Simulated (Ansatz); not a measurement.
A made-up structure of CH₂SSi, closed shell:

| atom | x (Å) | y (Å) | z (Å) |
| --- | --- | --- | --- |
| C1 | 0.4966 | -0.5268 | 0.4360 |
| Si2 | -0.4914 | 0.5214 | -0.4315 |
| S3 | 1.5541 | -1.6489 | 1.3648 |
| H4 | -0.5757 | 1.8945 | -0.0795 |
| H5 | -1.2579 | 0.0508 | -1.5304 |

It is relaxed with PBE-D4/def2-SVP and then PBE0-D4/def2-TZVP (Ansatz 0.2.0). Atoms count as bonded within 1.22 times the sum of their covalent radii (H–H: 0.88 Å). The end point is not checked to be a true minimum.

(1) Does its bonding change? (Judge from chemistry; the calculation decides.)

Answers

(1) The calculation gives: No: no bond forms or breaks.

Where it ends: The first stage lowers the energy by 1.20 eV in 14 steps. It ends as CH₂SSi ([SiH2][C][S]):
C1  (0.506, -0.522, 0.426)
Si2  (-0.871, 0.447, -0.158)
S3  (1.457, -1.465, 1.177)
H4  (-0.341, 1.840, -0.115)
H5  (-1.025, -0.009, -1.570)
(Å)

Labels in which every atom is bracketed show which atoms are joined, not bond orders.

For scale, one of the runs: PBE0-D4/def2-TZVP relaxation, 117 basis functions, launched by `ansatz run in.yaml --threads 2 --pin off --events-out ev --progress --plain --max-ram 4352MiB`. The run took about 12 s on 2 CPU threads of an Arm Neoverse V1 (shared host).
